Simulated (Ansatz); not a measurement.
## Ansatz (development build ahead of 0.2.0) run

```yaml
crystal:
  periodic: [false, false, false]
  atoms:
    - { symbol: B, position_ang: [0.0, 0.0, 0.0] }
    - { symbol: Al, position_ang: [0.0, 0.0, 4.51] }
    - { symbol: H, position_ang: [0.0, 2.293, -1.0692] }
    - { symbol: B, position_ang: [2.9009, -1.6749, -1.562] }
basis:
  gaussian: { orbitals: pcseg-2 }
hamiltonian:
  xc: pbe0
```

The input is written out in the form of the current development build from the run's settings.

Output:

```
Converged                       : yes
Total energy                    : -291.97760 hartree
Spin squared of the determinant : 0.000
Stability test                  : minimum among restricted orbitals
```

Caution: charge can spread falsely over distant fragments; an unrestricted determinant lies well below.
